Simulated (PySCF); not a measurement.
**UPBE/STO-3G run of AlO (oxoaluminum)**

Aim: the energy change on altering one bond length of AlO (oxoaluminum) at UPBE/STO-3G, from 2 runs. 

The results are computed with PySCF 2.14.0.

17 further runs of the same task are left out: 7 that didn't finish, 10 set aside as unsound or not needed.

### Step 1. The structure to begin with

The species is AlO (2 atoms), meant as a doublet with charge 0. SMILES: `[O]=[Al]`. Geometry: relaxed at PBE0-D4/def2-TZVP.

Bond lengths: O1–Al2 1.620 Å.

### Step 2. The energy at UPBE/STO-3G

input.xyz

```xyz
2

O      0.000000     0.000000    -0.024920
Al     0.000000     0.000000     1.594970
```

job.py

```python
from pyscf import gto, dft

mol = gto.Mole()
mol.atom = 'input.xyz'
mol.max_memory = 1860
mol.basis = 'sto-3g'
mol.verbose = 3
mol.spin = 1
mol.build()

myscf = dft.UKS(mol, xc='pbe')
myscf.conv_tol = 1e-10
myscf.grids.level = 5
myscf.kernel()
if not myscf.converged:
    myscf = myscf.newton().run(myscf.mo_coeff, myscf.mo_occ)

e_tot = myscf.e_tot
print(f'total energy: {e_tot:.8f} hartree')
```

Launch:

```bash
$ OMP_NUM_THREADS=1 python job.py
```

Standard output:

```text
WARN: HOMO -0.175477479967078 >= LUMO -0.175477479967077

converged SCF energy = -313.370374375593  <S^2> = 0.75264365  2S+1 = 2.0026419
total energy: -313.37037438 hartree
```

Wall time 1.8 s (1 thread of Arm Neoverse V2, shared host); peak memory 0.17 GiB.

### Step 3. The distorted shape, same level

job.py

```python
from pyscf import gto, dft

mol = gto.M(
    atom='''
O      0.000000     0.000000    -0.834830
Al     0.000000     0.000000     1.594970
''',
    spin=1,
    verbose=4,
    basis='sto-3g',
    max_memory=1860,
)

calc0 = dft.UKS(mol)
calc0.xc = 'pbe'
calc0.grids.level = 5
calc0.conv_tol = 1e-10
calc0.kernel()
if not calc0.converged:
    calc0 = calc0.newton().run(calc0.mo_coeff, calc0.mo_occ)

e_final = calc0.e_tot
print(f'total energy: {e_final:.8f} hartree')
```

Launch:

```bash
$ OMP_NUM_THREADS=1 python job.py
```

Standard output:

```text
PySCF version 2.14.0

[INPUT] num. atoms = 2
[INPUT] num. electrons = 21
[INPUT] charge = 0
[INPUT] spin (= nelec alpha-beta = 2S) = 1
[INPUT] symmetry False subgroup None
[INPUT] Mole.unit = angstrom
[INPUT] Symbol           X                Y                Z      unit          X                Y                Z       unit  Magmom
[INPUT]  1 O      0.000000000000   0.000000000000  -0.834830000000 AA    0.000000000000   0.000000000000  -1.577600060571 Bohr   0.0
[INPUT]  2 Al     0.000000000000   0.000000000000   1.594970000000 AA    0.000000000000   0.000000000000   3.014056476898 Bohr   0.0

nuclear repulsion = 22.6497777330151
number of shells = 8
number of NR pGTOs = 42
number of NR cGTOs = 14
basis = sto-3g
ecp = {}

******** <class 'pyscf.dft.uks.UKS'> ********
method = UKS
initial guess = minao
damping factor = 0
level_shift factor = 0
DIIS = <class 'pyscf.scf.diis.CDIIS'>
diis_start_cycle = 1
diis_space = 8
diis_damp = 0
SCF conv_tol = 1e-10
SCF conv_tol_grad = None
SCF max_cycles = 50
direct_scf = True
direct_scf_tol = 1e-13
number electrons alpha = 11  beta = 10
XC library pyscf.dft.libxc version 7.0.0
    S. Lehtola, C. Steigemann, M. J.T. Oliveira, and M. A.L. Marques.,  SoftwareX 7, 1–5 (2018)
XC functionals = pbe
    J. P. Perdew, K. Burke, and M. Ernzerhof.,  Phys. Rev. Lett. 77, 3865 (1996)
    J. P. Perdew, K. Burke, and M. Ernzerhof.,  Phys. Rev. Lett. 78, 1396 (1997)
    J. P. Perdew, K. Burke, and M. Ernzerhof.,  Phys. Rev. Lett. 77, 3865 (1996)
    J. P. Perdew, K. Burke, and M. Ernzerhof.,  Phys. Rev. Lett. 78, 1396 (1997)
radial grids:
    Treutler-Ahlrichs [JCP 102, 346 (1995); DOI:10.1063/1.469408] (M4) radial grids

becke partition: Becke, JCP 88, 2547 (1988); DOI:10.1063/1.454033
pruning grids: <function nwchem_prune>
grids dens level: 5
symmetrized grids: False
atomic radii adjust function: <function treutler_atomic_radii_adjust>
small_rho_cutoff = 0
Set gradient conv threshold to 1e-05
tot grids = 86032
init E= -312.938228002149
[... the frontier-level lines of each cycle are left out ...]

cycle= 1 E= -312.380408196589  delta_E= 0.558  |g|= 0.647  |ddm|= 1.45
cycle= 2 E= -302.028783078231  delta_E= 10.4  |g|= 1.37  |ddm|= 4.18
cycle= 3 E= -312.409311749226  delta_E= -10.4  |g|= 0.639  |ddm|= 4.17
cycle= 4 E= -312.393095243856  delta_E= 0.0162  |g|= 0.641  |ddm|= 0.0483
cycle= 5 E= -312.449489371429  delta_E= -0.0564  |g|= 0.636  |ddm|= 0.0823
cycle= 6 E= -312.923421232195  delta_E= -0.474  |g|= 0.445  |ddm|= 0.729



cycle= 7 E= -313.234819694587  delta_E= -0.311  |g|= 0.133  |ddm|= 1.54
cycle= 8 E= -313.185114083085  delta_E= 0.0497  |g|= 0.21  |ddm|= 0.325
cycle= 9 E= -313.198491950508  delta_E= -0.0134  |g|= 0.197  |ddm|= 0.0704
cycle= 10 E= -313.255464086656  delta_E= -0.057  |g|= 0.0723  |ddm|= 0.362
cycle= 11 E= -313.258184578189  delta_E= -0.00272  |g|= 0.0558  |ddm|= 0.0746
cycle= 12 E= -313.255231113045  delta_E= 0.00295  |g|= 0.0742  |ddm|= 0.0399
cycle= 13 E= -313.261045482953  delta_E= -0.00581  |g|= 0.0279  |ddm|= 0.216
cycle= 14 E= -313.261839772989  delta_E= -0.000794  |g|= 0.00188  |ddm|= 0.059
cycle= 15 E= -313.261841094733  delta_E= -1.32e-06  |g|= 0.00211  |ddm|= 0.0147
cycle= 16 E= -313.261845869842  delta_E= -4.78e-06  |g|= 5.54e-05  |ddm|= 0.00479
cycle= 17 E= -313.261845872547  delta_E= -2.71e-09  |g|= 2.88e-05  |ddm|= 0.000132
cycle= 18 E= -313.261845873456  delta_E= -9.09e-10  |g|= 1.46e-06  |ddm|= 6.31e-05
cycle= 19 E= -313.261845873481  delta_E= -2.51e-11  |g|= 9.91e-07  |ddm|= 3.29e-05
Extra cycle  E= -313.261845873477  delta_E= 4.43e-12  |g|= 4.93e-06  |ddm|= 3.07e-05
converged SCF energy = -313.261845873477  <S^2> = 0.79623175  2S+1 = 2.0457094
total energy: -313.26184587 hartree
```

Wall time 2.5 s (1 thread of Arm Neoverse V2, shared host); peak memory 0.17 GiB.

### Step 4. Results

At UPBE/STO-3G:

```
                                                          quantity          value
                                         first shape: total energy  -313.37037 Eh
                                        first shape: dipole moment         2.40 D
                   first shape: HOMO energy (highest over α and β)       -0.81 eV
                    first shape: LUMO energy (lowest over α and β)        0.36 eV
                                                 first shape: ⟨S²⟩          0.753
                                     distorted shape: total energy  -313.26185 Eh
                                    distorted shape: dipole moment         3.06 D
                                             distorted shape: ⟨S²⟩          0.796
energy change with the O1–Al2 bond stretched from 1.620 to 2.430 Å       2.953 eV
```

With the O1–Al2 bond stretched from 1.620 to 2.430 Å the energy rises by 2.95 eV (68 kcal/mol). The first shape isn't relaxed at this level, so the change isn't measured from a minimum. The minimal basis adds a large error of its own.
